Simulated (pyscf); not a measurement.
Optimised with ωB97X-D3(BJ)/def2-SVP in PySCF.

Problem. [O=Al]• + hydrogen (H₂) → [HO–AlH]•
Surface: doublet. Broken: H–H. Formed: Al–H, H–O. Give ΔE‡ and ΔE from ωB97X-D3(BJ)/def2-TZVP, relative to the separated reactants.

Solution. ΔE‡ = 0.36 eV, ΔE = -2.20 eV. ωB97M-D3(BJ)/def2-TZVP gives 0.39 eV and -2.04 eV. Zero-point energy shifts the barrier by +0.05 eV. It is an addition across a multiple bond or ene-type step, with an imaginary mode of 968i cm⁻¹. On the product side the descent ends in a point that may be a rotor saddle (no frequency run), 0.05 eV over the lowest minimum found and 2.51 eV under the saddle at ωB97X-D3(BJ)/def2-TZVP. At the saddle there is also a short Al–H contact that neither side keeps. This is the saddle that the search found; another between the same sides may lie lower. The term symbol of open-shell O=Al was not checked; spin-orbit terms are left out.
